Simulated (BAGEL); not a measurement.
# triplet C3H4NS−: levels of theory compared

Aim: a comparison of 3 runs (UHF/STO-3G, ROHF/6-31G*, ROHF/def2-SVP) of triplet C3H4NS−. 

Program for the calculation: BAGEL 1.2.2.

## (1) The system as given

C3H4NS−: 9 atoms, total charge -1, spin state triplet. As SMILES of the parent species, `C=N/C=C\[S-]`. Geometry: relaxed at GFN2-xTB. This is one conformer, not always the lowest. That shape belongs to the parent species and isn't relaxed for this state.

Bond lengths: C1–N2 1.277 Å, N2–C3 1.361 Å, C3–C4 1.366 Å, C4–S5 1.690 Å, C1–H6 1.086 Å, C1–H7 1.087 Å, C3–H8 1.093 Å, C4–H9 1.094 Å. Angles: C1–N2–C3 124.7°, N2–C3–C4 132.6°, C3–C4–S5 131.3°, N2–C1–H6 126.3°, N2–C1–H7 116.8°, N2–C3–H8 111.3°, C4–C3–H8 116.1°, C3–C4–H9 115.1°, S5–C4–H9 113.6°, H6–C1–H7 116.9°.

## (2) The energy at UHF/STO-3G (density fitting with qzvpp-jkfit) (run 1)

Input file job.json:

```json
{ "bagel": [

{
  "title": "molecule",
  "basis": "sto-3g",
  "df_basis": "qzvpp-jkfit",
  "angstrom": true,
  "geometry": [
    { "atom": "C", "xyz": [    0.955470,    0.443140,   -1.237350 ] },
    { "atom": "N", "xyz": [   -0.264520,    0.072890,   -1.171850 ] },
    { "atom": "C", "xyz": [   -0.910650,   -0.265810,   -0.023340 ] },
    { "atom": "C", "xyz": [   -0.511730,   -0.316030,    1.282040 ] },
    { "atom": "S", "xyz": [    0.973180,    0.034640,    2.008420 ] },
    { "atom": "H", "xyz": [    1.644150,    0.539580,   -0.403110 ] },
    { "atom": "H", "xyz": [    1.343300,    0.680100,   -2.224840 ] },
    { "atom": "H", "xyz": [   -1.947460,   -0.550600,   -0.220140 ] },
    { "atom": "H", "xyz": [   -1.281720,   -0.637900,    1.990160 ] }
  ]
},
{
  "title": "uhf",
  "charge": -1,
  "nopen": 2
},
{
  "title": "print",
  "file": "orbitals.molden",
  "orbitals": true
}

]}
```

Started as:

```bash
$ BAGEL_NUM_THREADS=1 BAGEL job.json > job.out
```

What it wrote:

```text
* using 1 threads per process

  ===============================================================
  ===============================================================

  *** Geometry ***

  { "atom" : "C", "xyz" : [      1.805577,      0.837413,     -2.338253 ] },
  { "atom" : "N", "xyz" : [     -0.499870,      0.137742,     -2.214476 ] },
  { "atom" : "C", "xyz" : [     -1.720879,     -0.502308,     -0.044106 ] },
  { "atom" : "C", "xyz" : [     -0.967030,     -0.597210,      2.422704 ] },
  { "atom" : "S", "xyz" : [      1.839044,      0.065460,      3.795364 ] },
  { "atom" : "H", "xyz" : [      3.106993,      1.019658,     -0.761767 ] },
  { "atom" : "H", "xyz" : [      2.538469,      1.285203,     -4.204338 ] },
  { "atom" : "H", "xyz" : [     -3.680166,     -1.040483,     -0.416004 ] },
  { "atom" : "H", "xyz" : [     -2.422100,     -1.205456,      3.760857 ] },

  Number of auxiliary basis functions:      502

  Since a DF basis is specified, we compute 2- and 3-index integrals:
    o Being stored without compression. Storage requirement is 0.004 GB

  Number of basis functions:       33
  Number of electrons      :       45

    * METHOD: MOLECULE                             0.20

  *** Open-shell HF ***

  === Nuclear Repulsion ===
   191.4242464790

      * DIIS with orbital gradients will be used.

  === UHF iteration (sto-3g) ===
      0       -561.04515438          0.02851603           0.05
      1       -561.12326704          0.01610279           0.05
      2       -561.14454970          0.00887387           0.05
      3       -561.15443163          0.00249136           0.05
      4       -561.15918125          0.00175579           0.05
      5       -561.16228200          0.00092257           0.05
[... 22 lines of this table left out ...]
     28       -561.16418254          0.00000001           0.05
     29       -561.16418254          0.00000001           0.05
    * SCF iteration converged.

    * S^2 (UHF) is 2.0969

    * Permanent dipole moment:
           (   -0.489705,    -0.073017,    -0.565938) a.u.

    * METHOD: UHF                                  1.60

    * METHOD: PRINT                                0.00

  ===============================================================
```

Wall time 1.9 s (1 thread of Arm Neoverse V1, shared host); peak memory 0.084 GiB.

## (3) A single-point energy at ROHF/6-31G(d) (density fitting with qzvpp-jkfit, spherical functions) (run 2)

Input file hf.json:

```json
{ "bagel": [

{
  "title": "molecule",
  "basis": "6-31gs.json",
  "df_basis": "qzvpp-jkfit",
  "angstrom": "true",
  "geometry": [
    { "atom": "C", "xyz": [    0.955470,    0.443140,   -1.237350 ] },
    { "atom": "N", "xyz": [   -0.264520,    0.072890,   -1.171850 ] },
    { "atom": "C", "xyz": [   -0.910650,   -0.265810,   -0.023340 ] },
    { "atom": "C", "xyz": [   -0.511730,   -0.316030,    1.282040 ] },
    { "atom": "S", "xyz": [    0.973180,    0.034640,    2.008420 ] },
    { "atom": "H", "xyz": [    1.644150,    0.539580,   -0.403110 ] },
    { "atom": "H", "xyz": [    1.343300,    0.680100,   -2.224840 ] },
    { "atom": "H", "xyz": [   -1.947460,   -0.550600,   -0.220140 ] },
    { "atom": "H", "xyz": [   -1.281720,   -0.637900,    1.990160 ] }
  ]
},
{
  "title": "rohf",
  "charge": -1,
  "nopen": 2
},
{
  "title": "print",
  "file": "orbitals.molden",
  "orbitals": "true"
}

]}
```

The basis set 6-31G* is read from a file made from the Basis Set Exchange's data (not shown).

Started as:

```bash
$ BAGEL_NUM_THREADS=1 BAGEL hf.json > hf.out
```

What it wrote:

```text
* using 1 threads per process

  ===============================================================
  ===============================================================

  *** Geometry ***

  { "atom" : "C", "xyz" : [      1.805577,      0.837413,     -2.338253 ] },
  { "atom" : "N", "xyz" : [     -0.499870,      0.137742,     -2.214476 ] },
  { "atom" : "C", "xyz" : [     -1.720879,     -0.502308,     -0.044106 ] },
  { "atom" : "C", "xyz" : [     -0.967030,     -0.597210,      2.422704 ] },
  { "atom" : "S", "xyz" : [      1.839044,      0.065460,      3.795364 ] },
  { "atom" : "H", "xyz" : [      3.106993,      1.019658,     -0.761767 ] },
  { "atom" : "H", "xyz" : [      2.538469,      1.285203,     -4.204338 ] },
  { "atom" : "H", "xyz" : [     -3.680166,     -1.040483,     -0.416004 ] },
  { "atom" : "H", "xyz" : [     -2.422100,     -1.205456,      3.760857 ] },

  Number of auxiliary basis functions:      502

  Since a DF basis is specified, we compute 2- and 3-index integrals:
    o Being stored without compression. Storage requirement is 0.027 GB

  Number of basis functions:       82
  Number of electrons      :       45

    * METHOD: MOLECULE                             0.28

  *** Open-shell HF ***

  === Nuclear Repulsion ===
   191.4242464790

      * DIIS with orbital gradients will be used.

  === ROHF iteration (6-31gs.json) ===
      0       -567.57529392          0.03489064           0.15
      1       -567.70810710          0.02219375           0.16
      2       -567.74139401          0.01492336           0.14
      3       -567.76894267          0.00152850           0.15
      4       -567.76942792          0.00076402           0.14
      5       -567.76962885          0.00028268           0.14
[... 20 lines of this table left out ...]
     26       -567.76980645          0.00000001           0.15
     27       -567.76980645          0.00000001           0.15
    * SCF iteration converged.

    * S^2 (ROHF) is 2.0000

    * Permanent dipole moment:
           (    0.521967,     0.142277,     0.120365) a.u.

    * METHOD: ROHF                                 4.35

    * METHOD: PRINT                                0.02

  ===============================================================
```

Run time: 4.8 s. Hardware: 1 thread of Arm Neoverse V1, shared host; peak memory 0.12 GiB.

## (4) A single-point energy at ROHF/def2-SVP (density fitting with qzvpp-jkfit) (run 3)

Input file calc.json:

```json
{ "bagel": [

{
  "title": "molecule",
  "basis": "svp",
  "df_basis": "qzvpp-jkfit",
  "angstrom": true,
  "geometry": [
    { "atom": "C", "xyz": [       0.955470,       0.443140,      -1.237350 ] },
    { "atom": "N", "xyz": [      -0.264520,       0.072890,      -1.171850 ] },
    { "atom": "C", "xyz": [      -0.910650,      -0.265810,      -0.023340 ] },
    { "atom": "C", "xyz": [      -0.511730,      -0.316030,       1.282040 ] },
    { "atom": "S", "xyz": [       0.973180,       0.034640,       2.008420 ] },
    { "atom": "H", "xyz": [       1.644150,       0.539580,      -0.403110 ] },
    { "atom": "H", "xyz": [       1.343300,       0.680100,      -2.224840 ] },
    { "atom": "H", "xyz": [      -1.947460,      -0.550600,      -0.220140 ] },
    { "atom": "H", "xyz": [      -1.281720,      -0.637900,       1.990160 ] }
  ]
},

{
  "title": "rohf",
  "charge": -1,
  "nopen": 2
},

{
  "title": "print",
  "file": "orbitals.molden",
  "orbitals": true
}

]}
```

Started as:

```bash
$ BAGEL_NUM_THREADS=1 BAGEL calc.json > calc.out
```

What it wrote:

```text
* using 1 threads per process

  ===============================================================
  ===============================================================

  *** Geometry ***

  { "atom" : "C", "xyz" : [      1.805577,      0.837413,     -2.338253 ] },
  { "atom" : "N", "xyz" : [     -0.499870,      0.137742,     -2.214476 ] },
  { "atom" : "C", "xyz" : [     -1.720879,     -0.502308,     -0.044106 ] },
  { "atom" : "C", "xyz" : [     -0.967030,     -0.597210,      2.422704 ] },
  { "atom" : "S", "xyz" : [      1.839044,      0.065460,      3.795364 ] },
  { "atom" : "H", "xyz" : [      3.106993,      1.019658,     -0.761767 ] },
  { "atom" : "H", "xyz" : [      2.538469,      1.285203,     -4.204338 ] },
  { "atom" : "H", "xyz" : [     -3.680166,     -1.040483,     -0.416004 ] },
  { "atom" : "H", "xyz" : [     -2.422100,     -1.205456,      3.760857 ] },

  Number of auxiliary basis functions:      502

  Since a DF basis is specified, we compute 2- and 3-index integrals:
    o Being stored without compression. Storage requirement is 0.035 GB

  Number of basis functions:       94
  Number of electrons      :       45

    * METHOD: MOLECULE                             0.27

  *** Open-shell HF ***

  === Nuclear Repulsion ===
   191.4242464790

      * DIIS with orbital gradients will be used.

  === ROHF iteration (svp) ===
      0       -567.35832684          0.02779986           0.17
      1       -567.48963186          0.01698978           0.17
      2       -567.51834336          0.00994591           0.17
      3       -567.53560577          0.00137443           0.17
      4       -567.53611699          0.00058572           0.17
      5       -567.53632041          0.00027359           0.17
[... 20 lines of this table left out ...]
     26       -567.53649897          0.00000001           0.17
     27       -567.53649897          0.00000001           0.17
    * SCF iteration converged.

    * S^2 (ROHF) is 2.0000

    * Permanent dipole moment:
           (    0.268865,     0.118300,    -0.284160) a.u.

    * METHOD: ROHF                                 5.10

    * METHOD: PRINT                                0.02

  ===============================================================
```

Wall time 5.7 s (1 thread of Arm Neoverse V1, shared host); peak memory 0.14 GiB.

## (5) All runs side by side

| run | level | energy (Eh) | ⟨S²⟩ | wall time |
| --- | --- | --- | --- | --- |
| 1 | UHF/STO-3G (density fitting with qzvpp-jkfit) | -561.164183 | 2.097 | 1.9 s |
| 2 | ROHF/6-31G* (density fitting with qzvpp-jkfit, spherical functions) | -567.769806 | 2.000 | 4.8 s |
| 3 | ROHF/def2-SVP (density fitting with qzvpp-jkfit) | -567.536499 | 2.000 | 5.7 s |

## (6) Results

```
           quantity          value
run 3: total energy  -567.53650 Eh
        run 3: ⟨S²⟩          2.000
```

In run 1 the basis is minimal, so the values are rough. All runs together took 12 s, the longest 5.7 s.
